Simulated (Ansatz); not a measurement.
Energy profile

The step: BH₃O ([BH2][OH]) + CH₄ → CH₅B ([BH2][CH3]) + H₂O (still joined by a long B–O bond); bonds formed: B1–C6, O2–H5; bonds broken: H5–C6; bonds weakened to dative contacts: B1–O2 (atoms numbered as in the saddle structure below).

B1  (0.139, 0.305, -0.750)
O2  (-1.426, 0.097, -0.738)
H3  (0.691, -0.517, -1.430)
H4  (0.409, 1.460, -0.907)
H5  (-0.736, -0.133, 0.272)
C6  (0.473, -0.087, 0.945)
H7  (-1.643, -0.723, -1.189)
H8  (0.403, -1.115, 1.312)
H9  (0.155, 0.613, 1.721)
H10  (1.534, 0.101, 0.763)
(Å)

Electronic energies by CCSD(T) at an estimated basis limit (MP2 extrapolated from triple and quadruple zeta, plus CCSD(T) − MP2 in triple zeta), on PBE0-D4/def2-TZVP structures; CH$_{7}$BO, closed shell; no counterpoise correction. Ansatz 0.2.0; basis: def2-TZVPP and def2-QZVPP; cores frozen in the correlated methods. Extrapolation: Hartree–Fock as exp(−7.88 √X), correlation as X^−2.97.

(1) Give the profile in kJ/mol, counted from the separated reactants. (An estimate is asked for; the value comes from the calculation.)

T1 diagnostic: at most 0.014.

Answers

(1) The calculation gives:
| point | kJ/mol |
| --- | --- |
| separated: BH$_{3}$O (linked as [BH2][OH]; B1, O2, H3, H4, H7; singlet) + CH$_{4}$ (H5, C6, H8, H9, H10; singlet) | 0.0 |
| start structure | -3.8 |
| saddle | 218.2 |
| end structure | 99.2 |
| separated: CH$_{5}$B (linked as [BH2][CH3]; B1, H3, H4, C6, H8, H9, H10; singlet) + H$_{2}$O (O2, H5, H7; singlet) | 142.4 |

For scale, one of the runs: CCSD(T)/def2-TZVPP, 191 basis functions, launched by `ansatz run in.yaml --threads 2 --pin off --events-out ev --progress --plain --max-ram 4352MiB`. Hardware: 2 CPU threads of an Arm Neoverse V1, shared host. Wall time 43 s; peak host memory 2.2 GiB.
